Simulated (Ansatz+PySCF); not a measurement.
## singlet N2: levels of theory in one basis

```tsv
atom	x (Å)	y (Å)	z (Å)
N	0.0000	0.0000	-0.5489
N	0.0000	0.0000	0.5489
```

Basis set: STO-3G (spherical functions). Correlated methods keep 2 orbitals frozen. Charge 0, multiplicity 1.

Computed with Ansatz (development build ahead of 0.2.0); each method stands on the lowest determinant of its kind that the runs found.

```
     method  E − E(RHF) (eV)  <S²> of the determinant
        RHF             0.00                     0.00
    RHF-MP2            -4.18                        –
   RHF-CCSD            -4.16                        –
RHF-CCSD(T)            -4.20                        –
```

Problem. What does full CI (lowest root of this spin) give on the same scale?

Solution. -4.26 eV.

Problem. Is a single determinant a sound starting point here?

Solution. By this sign, yes. Unrestricted orbitals gain 0.00 eV and <S²> is 0.00 against 0.00 for a pure state.

Problem. Rank these methods by their distance from full CI in this basis, nearest first.
A. RHF-CCSD
B. RHF-CCSD(T)
C. RHF-MP2

Solution. B (0.059 eV), C (0.081 eV), A (0.106 eV).
